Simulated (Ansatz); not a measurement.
Input file:

```yaml
crystal:
  periodic: [false, false, false]
  atoms:
    - {symbol: Cl, position_ang: [-1.417041, 0.022748, 0.000000]}
    - {symbol: H, position_ang: [-0.228041, 0.022748, 0.000000]}
    - {symbol: Si, position_ang: [1.720959, 0.022748, 0.000000]}
    - {symbol: H, position_ang: [2.117394, -1.456765, 0.000000]}
basis:
  gaussian: {orbitals: cc-pVDZ}
magnetization: {spin_polarized: true, initial_magnetization: 1}
hamiltonian: {xc: {name: SPW92}}
```

```sh
$ ansatz run in.yaml --threads 1 --pin off --events-out ev --progress --plain --max-ram 2393MiB
```

Problem. Roughly how long does this take on 1 thread of Arm Neoverse V1, shared host, and how much host memory?

Solution. 1.8 s wall and 0.24 GiB.

```
469 factors; integrals over basis functions are off by at most 1.5e-3 eV
mean field evaluation 1: about -20355.6865 eV, gradient 1.1e1 eV
mean field evaluation 2: about -20354.8685 eV, gradient 1.5e1 eV
mean field evaluation 4: about -20356.4725 eV, gradient 8.5e-1 eV
mean field evaluation 8: about -20356.4774 eV, gradient 3.8e-1 eV
mean field evaluation 16: about -20356.4772 eV, gradient 2.9e-4 eV
mean field evaluation 32: about -20353.8285 eV, gradient 5.1e0 eV
mean field -20356.47720182 eV, -748.0867390511 hartree, gradient 6.9e-8 eV, S^2 0.751636; 4 other end points of the search recorded, 0 dependent functions left out
reference -20356.47722772 eV, -748.0867400027 hartree; 17, 16 occupied and 29, 30 virtual orbitals, 469 factors
Total energy: -20356.47722772 eV, -748.0867400027 hartree
```
